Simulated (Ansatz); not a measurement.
**How the elastic constant C12 of hcp Lu moves with the method**

No measured value is used here.

| level (code) | value (GPa) | cell (Å³/atom) |
|---|---|---|
| LDA (Ansatz) | (withheld) | 25.99 |
| PBE (Ansatz) | 28.9 | 29.09 |
| PBEsol (Ansatz) | 29.1 | 27.48 |
| HSE06 (Ansatz) | 33.4 | 30.54 |

**Question.** What belongs in the gaps?

**Answer.** 
- LDA (Ansatz, a program for electronic structure), value (GPa): 29.5

Density-functional levels without +SOC have no spin–orbit coupling. HSE06: hybrids on metals are sensitive to the k mesh. Each level is taken at its own relaxed cell. K meshes differ between the levels. Ansatz's density-functional and Hartree–Fock values are scalar-relativistic unless marked +SOC, with PAW data made under PBE.
